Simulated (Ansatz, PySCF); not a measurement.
Species: 1,1,2,2-tetrafluoroethene, C2F4, charge 0, multiplicity 1. 
Geometry from a B3LYP-D3(BJ)/def2-TZVP (Ansatz, an electronic-structure program) optimisation:
```xyz
6

C      0.0032     0.0064     0.6604
C     -0.0032    -0.0064    -0.6604
F      0.0249     1.1143     1.3758
F     -0.0115    -1.0873     1.3975
F      0.0115     1.0873    -1.3975
F     -0.0249    -1.1143    -1.3758
```

Property: atomisation energy (electronic, to ground-state atoms), in kcal/mol. Valence correlation only, unless marked. UHF or UKS for open shells. No spin-orbit coupling. No relativistic terms. The coupled-cluster limit lacks core correlation, which all-electron functionals hold. Basis-set limits of correlation are two-point, X^-3; Hartree-Fock from the larger set. [CCSD(T)-MP2]/basis is that difference in the basis named.

```
level                                                     program  atomisation energy (kcal/mol)
-------------------------------------------------  --------------  -----------------------------
HF-D4/def2-TZVPD                                    PySCF + dftd4                          383.2
revPBE-D3(BJ)/def2-TZVPD                           Ansatz + dftd3                          598.7
r2SCAN-D3(BJ)/def2-TZVPD                           Ansatz + dftd3                          597.1
r2SCAN-D4/def2-TZVPD                               Ansatz + dftd4                          597.1
PBE0-D4/def2-TZVPD                                 Ansatz + dftd4                              …
BHLYP-D4/def2-TZVPD                                Ansatz + dftd4                          542.7
r2SCAN0-D4/def2-TZVPD                              Ansatz + dftd4                          569.7
LC-wPBE-D4/def2-TZVPD                              Ansatz + dftd4                          601.8
B2GP-PLYP-D3(BJ)/def2-TZVPD                        Ansatz + dftd3                          581.1
B2GP-PLYP/def2-TZVPD                                       Ansatz                          580.0
SCS-MP2/aug-cc-pVDZ                                        Ansatz                          552.7
SCS-MP2/cc-pVDZ                                            Ansatz                          539.7
RI-MP2/CBS(cc-pVTZ,cc-pVQZ)+[CCSD(T)-MP2]/cc-pVTZ          Ansatz                          587.4
```

**Question.** Complete the blanks.

**Answer.** 
- PBE0-D4/def2-TZVPD, atomisation energy (kcal/mol): 597.7
